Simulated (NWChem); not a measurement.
## Correlation energy of hydrogen isocyanide (CHN)

```xyz
3

C      0.0000     0.0000     0.7490
N      0.0000     0.0000    -0.4352
H      0.0000     0.0000    -1.4477
```
Charge 0, spin multiplicity 1.

All runs are NWChem calculations. Structure: optimised with PBE/def2-SVP, a minimum by its harmonic frequencies.

Basis set: def2-SVP. Each correlation energy counts from its own Hartree-Fock reference.

The correlated methods keep 2 core orbitals frozen. Coupled-cluster values serve here as a point of comparison, not as the truth.

Order these methods by the correlation energy they give, lowest first: SCS-MP2, CR-CCSD[T], CCSDT, MP2, CR-CCSD(T).

CCSDT (-300.0 mHa), CR-CCSD[T] (-298.0 mHa), CR-CCSD(T) (-297.2 mHa), MP2 (-274.5 mHa), SCS-MP2 (-269.4 mHa)
